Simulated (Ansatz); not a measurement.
## What a trial cell of CaCl relaxes into

Method: DFT PBE, scalar-relativistic, plane waves, PAW in Ansatz 0.2.0. Cutoff 420 eV, Γ-centred k mesh, Gaussian smearing, no spin polarisation in the final step.

The start puts CaCl on the wurtzite structure type (P6_3mc, No. 186), with Ca in place of Zn, Cl in place of O, at a guessed volume.

```xyz
4
Lattice="4.2547 0.0000 0.0000 -2.1273 3.6847 0.0000 0.0000 0.0000 6.8137" Properties=species:S:1:pos:R:3 pbc="T T T"
Ca    0.0000    2.4564    0.0000
Ca    2.1273    1.2282    3.4069
Cl    0.0000    2.4564    2.6035
Cl    2.1273    1.2282    6.0104
```

Steps on the 6×6×4 mesh (4 atoms). 5 of 5 steps are shown, and the free energy counts from the last. Trial steps that were taken back and renewals of the plane-wave basis can be among the rows.

```tsv
step	ΔF (meV/atom)	V (Å³/atom)	P (GPa)	largest force component (eV/Å)
1	164.2	26.70	8.41	0.079
2	29.4	30.70	2.89	0.044
3	2.3	33.31	0.58	0.021
4	0.7	34.05	0.09	0.007
5	0.0	34.05	0.12	0.007
```

Steps on the 12×12×6 mesh (4 atoms). 10 of 16 steps are shown, and the free energy counts from the last.

```
step  ΔF (meV/atom) V (Å³/atom) P (GPa) largest force component (eV/Å)
   1          114.3        34.05     0.12                           0.006
   4          112.6        34.69    -0.17                           0.045
   5          105.3        34.71    -0.18                           0.114
   6           82.1        35.10    -0.61                           0.212
   8           12.8        32.61    -0.39                           0.204
   9            8.9        29.99     0.83                           0.086
  11            3.4        31.29     0.02                           0.001
  13            0.3        31.30     0.14                           0.002
  15            0.0        31.38     0.00                           0.000
  16            0.0        31.38     0.00                           0.000
```

A final relaxation ran on a 12×12×6 mesh. The relaxed crystal, P6_3mc (No. 186):

```cif
data_structure
_symmetry_space_group_name_H-M 'P6_3mc'
_symmetry_Int_Tables_number 186
_cell_length_a 3.9764
_cell_length_b 3.9764
_cell_length_c 9.1675
_cell_angle_alpha 90.000
_cell_angle_beta 90.000
_cell_angle_gamma 120.000
_cell_volume 125.54
loop_
_atom_site_label
_atom_site_type_symbol
_atom_site_symmetry_multiplicity
_atom_site_Wyckoff_symbol
_atom_site_fract_x
_atom_site_fract_y
_atom_site_fract_z
_atom_site_occupancy
Ca1 Ca 2 b 0.33333 0.66667 0.03962 1
Cl1 Cl 2 b 0.33333 0.66667 0.34248 1
```

```
Volume per atom          : 31.38 Å³
Density                  : 2.00 g/cm³
Energy over the elements : -1.50 eV/atom
Gap on the 12×12×6 mesh  : 0 eV (a metal)
```

Energies over the elements count from the elements' standard structures at the same level (Cl₂ as a molecule), with no empirical corrections.

The final run used a 12×12×6 mesh on its 4-atom cell and 0.10 eV smearing. For metals, differences of a few meV/atom aren't resolved.

Symmetry constrained the relaxation, so the result can be a saddle point.

Cost: 4 runs of about 8.4 core-minutes in all, on Arm Neoverse V1 (shared hosts).